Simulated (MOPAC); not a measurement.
MOPAC input (PM6):

```
PM6 PRECISE GNORM=0.05 LET XYZ UHF MS=0.5 GEO-OK AUX(PRECISION=9) THREADS=1
C2H6N

C     1.13228689 1   -0.40255019 1    0.03573367 1
C    -0.06084393 1    0.55816703 1    0.03963237 1
N    -1.34580162 1   -0.08769799 1    0.01271910 1
H     2.07177877 1    0.15098225 1    0.08586566 1
H     1.08765095 1   -1.07374850 1    0.89469680 1
H     1.14287038 1   -1.00959134 1   -0.87255254 1
H     0.00724559 1    1.20999155 1   -0.84834175 1
H    -0.01826377 1    1.21828069 1    0.90999372 1
H    -1.29932838 1   -0.81572973 1   -0.71089176 1
```

Output:

```
 *******************************************************************************
 **                                                                           **
 **                              MOPAC v23.2.5                                **
 **                                                                           **
 *******************************************************************************
 ** MOPAC's Digital Object Identifier: https://doi.org/10.5281/zenodo.6511958 **
 **                                                                           **
 ** Please cite the open-source release paper for use of this MOPAC version:  **
 ** J. E. Moussa and J. J. P. Stewart (2026)                                  **
 ** MOPAC: An open-source semiempirical molecular orbital program             **
 ** J. Open Source Softw., 11(119), 8025, https://doi.org/10.21105/joss.08025 **
 *******************************************************************************

                              PM6 CALCULATION RESULTS

 *******************************************************************************
 *  PM6        - The PM6 Hamiltonian to be used
 *  GEO-OK     - OVERRIDE INTERATOMIC DISTANCE AND OTHER SAFETY CHECKS
 *  UHF        - UNRESTRICTED HARTREE-FOCK CALCULATION
 *  MS=        - IN MECI, MAGNETIC COMPONENT OF SPIN =  0.5
 *  LET        - OVERRIDE SOME SAFETY CHECKS
 *  PRECISE    - TIGHTER CRITERIA TO BE USED
 *  XYZ        - CARTESIAN COORDINATE SYSTEM TO BE USED
 *  GNORM      - EXIT WHEN GRADIENT NORM DROPS BELOW 0.050
 *  AUX        - OUTPUT AUXILIARY INFORMATION
 *******************************************************************************
PM6 PRECISE GNORM=0.05 LET XYZ UHF MS=0.5 GEO-OK AUX(PRECISION=9) THREADS=1
 C2H6N

   ATOM   CHEMICAL          X               Y               Z
  NUMBER   SYMBOL      (ANGSTROMS)     (ANGSTROMS)     (ANGSTROMS)

     1       C          1.13228689  *  -0.40255019  *   0.03573367  *
     2       C         -0.06084393  *   0.55816703  *   0.03963237  *
     3       N         -1.34580162  *  -0.08769799  *   0.01271910  *
     4       H          2.07177877  *   0.15098225  *   0.08586566  *
     5       H          1.08765095  *  -1.07374850  *   0.89469680  *
     6       H          1.14287038  *  -1.00959134  *  -0.87255254  *
     7       H          0.00724559  *   1.20999155  *  -0.84834175  *
     8       H         -0.01826377  *   1.21828069  *   0.90999372  *
     9       H         -1.29932838  *  -0.81572973  *  -0.71089176  *

          CARTESIAN COORDINATES

    NO.       ATOM           X           Y           Z

     1         C          1.1323     -0.4026      0.0357
     2         C         -0.0608      0.5582      0.0396
     3         N         -1.3458     -0.0877      0.0127
     4         H          2.0718      0.1510      0.0859
     5         H          1.0877     -1.0737      0.8947
     6         H          1.1429     -1.0096     -0.8726
     7         H          0.0072      1.2100     -0.8483
     8         H         -0.0183      1.2183      0.9100
     9         H         -1.2993     -0.8157     -0.7109

 General Reference for PM6:
 "Optimization of Parameters for Semiempirical Methods V: Modification of NDDO Approximations
 and Application to 70 Elements", J. J. P. Stewart, J. Mol. Mod., 13, 1173-1213 (2007)
 URL: https://link.springer.com/article/10.1007/s00894-007-0233-4

           Empirical Formula: C2 H6 N  =     9 atoms

      MOLECULAR POINT GROUP   :   C1

          UHF CALCULATION, NO. OF ALPHA ELECTRONS =   10
                           NO. OF BETA  ELECTRONS =    9

          Geometry optimization using EF

          DIAGONAL MATRIX USED AS START HESSIAN

 CYCLE:     1  GRAD.:    34.297 HEAT:  29.51794
 CYCLE:     2  GRAD.:   134.437 HEAT:  34.74750
 CYCLE:     3  GRAD.:    68.970 HEAT:  30.70287
 CYCLE:     4  GRAD.:   112.707 HEAT:  34.11973
 CYCLE:     5  GRAD.:    46.834 HEAT:  29.08438
 CYCLE:     6  GRAD.:   108.724 HEAT:  34.08384
 CYCLE:     7  GRAD.:    63.565 HEAT:  29.58360
 CYCLE:     8  GRAD.:   115.182 HEAT:  34.34973
 CYCLE:     9  GRAD.:    58.611 HEAT:  29.00141
 CYCLE:    10  GRAD.:   115.782 HEAT:  35.12822
 CYCLE:    11  GRAD.:    19.414 HEAT:  27.56970
 CYCLE:    12  GRAD.:    72.270 HEAT:  29.47221
 CYCLE:    13  GRAD.:    11.834 HEAT:  27.35973
 CYCLE:    14  GRAD.:    33.290 HEAT:  27.73052
 CYCLE:    15  GRAD.:    11.202 HEAT:  27.20427
 CYCLE:    16  GRAD.:    13.904 HEAT:  27.24090
 CYCLE:    17  GRAD.:     4.980 HEAT:  26.97779
 CYCLE:    18  GRAD.:     9.343 HEAT:  26.87234
 CYCLE:    19  GRAD.:    32.396 HEAT:  27.08189
 CYCLE:    20  GRAD.:     5.030 HEAT:  26.67446
 CYCLE:    21  GRAD.:     5.134 HEAT:  26.61441
 CYCLE:    22  GRAD.:     5.451 HEAT:  26.56537
 CYCLE:    23  GRAD.:     1.896 HEAT:  26.54665
 CYCLE:    24  GRAD.:     0.472 HEAT:  26.54289
 CYCLE:    25  GRAD.:     0.456 HEAT:  26.54100
 CYCLE:    26  GRAD.:     0.798 HEAT:  26.53939
 CYCLE:    27  GRAD.:     1.232 HEAT:  26.53524
 CYCLE:    28  GRAD.:     1.562 HEAT:  26.52943
 CYCLE:    29  GRAD.:     0.881 HEAT:  26.52373
 CYCLE:    30  GRAD.:     0.840 HEAT:  26.51941
 CYCLE:    31  GRAD.:     1.119 HEAT:  26.51516
 CYCLE:    32  GRAD.:     0.448 HEAT:  26.51327
 CYCLE:    33  GRAD.:     0.112 HEAT:  26.51290
 CYCLE:    34  GRAD.:     0.020 HEAT:  26.51287

     GRADIENT =  0.01974 IS LESS THAN CUTOFF =  0.05000

 -------------------------------------------------------------------------------
 PM6 PRECISE GNORM=0.05 LET XYZ UHF MS=0.5 GEO-OK AUX(PRECISION=9) THREADS=1
 C2H6N

     GEOMETRY OPTIMISED USING EIGENVECTOR FOLLOWING (EF).
     SCF FIELD WAS ACHIEVED

                              PM6 CALCULATION
                                                       MOPAC v23.2.5 Linux

          FINAL HEAT OF FORMATION =         26.51287 KCAL/MOL =     110.92985 KJ/MOL

          COSMO AREA              =         89.30 SQUARE ANGSTROMS
          COSMO VOLUME            =         71.61 CUBIC ANGSTROMS

          GRADIENT NORM           =          0.01974          =       0.00658 PER ATOM
          IONIZATION POTENTIAL    =          9.980465 EV
          ALPHA SOMO LUMO (EV)    =        -10.717  3.440
          BETA  SOMO LUMO (EV)    =         -9.980  0.596
          NO. OF ALPHA ELECTRONS  =         10
          NO. OF BETA  ELECTRONS  =          9
          MOLECULAR WEIGHT        =         44.0761         POINT GROUP:  Cs

          MOLECULAR DIMENSIONS (Angstroms)

            Atom       Atom       Distance
            H     9    H     4     3.64828
            H     6    H     8     3.09564
            H     7    H     5     2.90470

          SCF CALCULATIONS        =         35

   ATOM   CHEMICAL          X               Y               Z
  NUMBER   SYMBOL      (ANGSTROMS)     (ANGSTROMS)     (ANGSTROMS)

     1       C          1.13889405  *  -0.40181842  *   0.01788152  *
     2       C         -0.05383396  *   0.55397598  *   0.03038885  *
     3       N         -1.36384608  *  -0.03206515  *  -0.11584516  *
     4       H          2.08440722  *   0.14104723  *   0.13465846  *
     5       H          1.08452527  *  -1.13184409  *   0.83396591  *
     6       H          1.20321868  *  -0.96072311  *  -0.92306508  *
     7       H          0.05486503  *   1.32323641  *  -0.77940583  *
     8       H         -0.06455733  *   1.15134168  *   0.98029940  *
     9       H         -1.35024557  *  -1.03832273  *  -0.21487721  *

                             CARTESIAN COORDINATES

   1    C        1.138894047    -0.401818425     0.017881522
   2    C       -0.053833961     0.553975984     0.030388851
   3    N       -1.363846082    -0.032065150    -0.115845156
   4    H        2.084407220     0.141047233     0.134658459
   5    H        1.084525267    -1.131844092     0.833965912
   6    H        1.203218683    -0.960723109    -0.923065085
   7    H        0.054865026     1.323236406    -0.779405830
   8    H       -0.064557333     1.151341681     0.980299403
   9    H       -1.350245572    -1.038322731    -0.214877215

           Empirical Formula: C2 H6 N  =     9 atoms

      MOLECULAR POINT GROUP   :   Cs

          ALPHA EIGENVALUES
 -30.33185 -25.74338 -21.79630 -16.08507 -15.87409 -14.96023 -13.22269 -13.03673
 -11.00822 -10.71743   3.43952   3.81309   4.97351   5.35627   5.58102   5.61664
   6.25911   6.45006

           BETA EIGENVALUES
 -29.21208 -25.03857 -21.42489 -15.61020 -15.51997 -14.73877 -12.91442 -12.58624
  -9.98046   0.59553   3.71959   4.18421   5.10576   5.40814   5.62645   5.71267
   6.41858   6.69926

              NET ATOMIC CHARGES AND DIPOLE CONTRIBUTIONS

  ATOM NO.   TYPE          CHARGE      No. of ELECS.   s-Pop       p-Pop
    1          C          -0.510997        4.5110     1.08996     3.42104
    2          C          -0.149612        4.1496     1.08419     3.06542
    3          N          -0.346772        5.3468     1.75345     3.59333
    4          H           0.159828        0.8402     0.84017
    5          H           0.157585        0.8424     0.84241
    6          H           0.157556        0.8424     0.84244
    7          H           0.165340        0.8347     0.83466
    8          H           0.165339        0.8347     0.83466
    9          H           0.201734        0.7983     0.79827
 DIPOLE           X         Y         Z       TOTAL
 POINT-CHG.     1.531     0.125     0.115     1.540
 HYBRID         0.797    -0.828    -0.028     1.150
 SUM            2.328    -0.702     0.086     2.433

          ATOMIC ORBITAL ELECTRON POPULATIONS

     Atom    s        px        py        pz
    1  C   1.08996   1.10322   1.13469   1.18313
    2  C   1.08419   0.89109   1.03134   1.14299
    3  N   1.75345   1.27685   1.25670   1.05978
    4  H   0.84017
    5  H   0.84241
    6  H   0.84244
    7  H   0.83466
    8  H   0.83466
    9  H   0.79827

                    (SZ)    =    0.500000
                    (S**2)  =    0.757420

          ATOMIC ORBITAL SPIN POPULATIONS

    Atom   Total    s     px     py     pz
         Atomic
    1  C -0.0004 -0.000 -0.000  0.000 -0.000
    2  C -0.0756 -0.011 -0.034 -0.024 -0.007
    3  N  1.0360  0.026  0.042  0.050  0.918
    4  H -0.0014 -0.001
    5  H -0.0001 -0.000
    6  H -0.0001 -0.000
    7  H  0.0447  0.045
    8  H  0.0445  0.045
    9  H -0.0476 -0.048

 **********************
 *                    *
 * JOB ENDED NORMALLY *
 *                    *
 **********************

 == MOPAC DONE ==
```
